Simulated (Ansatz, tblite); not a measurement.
Isomers of B₂C⁻ (doublet), found by a short tight-binding search and relaxed with PBE0-D4/def2-TZVPD in Ansatz.

The xTB rows come from tblite. Correlated methods freeze 3 core orbitals. In CCSD on the charge -1 doublet the largest single amplitude is 0.20, so its Hartree–Fock determinant may place the open shell otherwise than the density functionals do.

Run but left out: HF/def2-TZVPPD, MP2/def2-TZVPPD (A: ⟨S²⟩ 1.08, where a pure state has 0.75).

A: At PBE-D4/def2-TZVPD, r2SCAN-D4/def2-TZVPD the highest occupied level of the charge -1 doublet lies above zero (up to 0.73 eV). By energy differences its removal costs 2.29 eV (vertical, to the charge 0 singlet, at PBE-D4/def2-TZVPD); a positive level beside a positive removal energy at the same level points to self-interaction error. At PBE-QIDH/def2-TZVPD, CCSD(T)/def2-TZVPPD the charge -1 doublet is spin-contaminated (final ⟨S²⟩ up to 1.08, 0.75 for a pure state). At CCSD(T)/def2-TZVPPD T1 of the charge -1 doublet is large (up to 0.067), so the single-reference result is doubtful. B: At PBE-QIDH/def2-TZVPD, CCSD(T)/def2-TZVPPD the charge -1 doublet is spin-contaminated (final ⟨S²⟩ up to 1.14, 0.75 for a pure state). At CCSD(T)/def2-TZVPPD T1 of the charge -1 doublet is large (up to 0.072), so the single-reference result is doubtful.

Other spin states were run for one of them alone.

A:

Cartesian coordinates in Å:
```
B 0.174 -0.406 -0.839
B -0.089 0.895 0.303
C -0.085 -0.488 0.537
```

B:

```tsv
atom	x (Å)	y (Å)	z (Å)
B1	0.7390	1.1405	-0.3495
B2	-0.7281	-1.1260	0.3433
C3	-0.0109	-0.0145	0.0063
```

Estimate which lies lowest at each level, and how far above it the others are (kJ/mol).


| level | A | B |
| --- | --- | --- |
| GFN1-xTB | 188.5 | 0.0 |
| GFN2-xTB | 130.5 | 0.0 |
| PBE-D4/def2-TZVPD | 0.0 | 29.2 |
| r2SCAN-D4/def2-TZVPD | 0.0 | 36.2 |
| PBE0-D4/def2-TZVPD | 0.0 | 43.3 |
| B2PLYP/def2-TZVPD | 0.0 | 41.7 |
| PBE-QIDH/def2-TZVPD | 0.0 | 50.8 |
| CCSD/def2-TZVPPD | 0.0 | 34.3 |
| CCSD(T)/def2-TZVPPD | 0.0 | 44.1 |
Point groups (tolerance 0.1 Å): A C2v, B D∞h. Lower isomers may exist.
